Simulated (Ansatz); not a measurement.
H2N, SMILES [NH2] (connectivity only; charge and spin as stated), charge -1, multiplicity 1.

Geometry optimised at r2SCAN-D4/def2-TZVPD. The spin state was assumed, not searched. The isomer is the one that the SMILES or the coordinates give; other isomers of the formula were not compared.

Two levels are set side by side: PBE/def2-TZVPD (Ansatz, a quantum-chemistry and plane-wave program) and CAM-B3LYP/def2-TZVPD (Ansatz). Energy differences of separate SCF runs at the same geometry; the states with an electron removed or added have multiplicity 2. Differences are taken from unrounded values.

```csv
quantity,CAM-B3LYP,PBE,PBE minus CAM-B3LYP
vertical ionisation energy (eV),0.53,0.60,0.07
vertical singlet–triplet gap (eV),2.27,2.20,-0.07
```
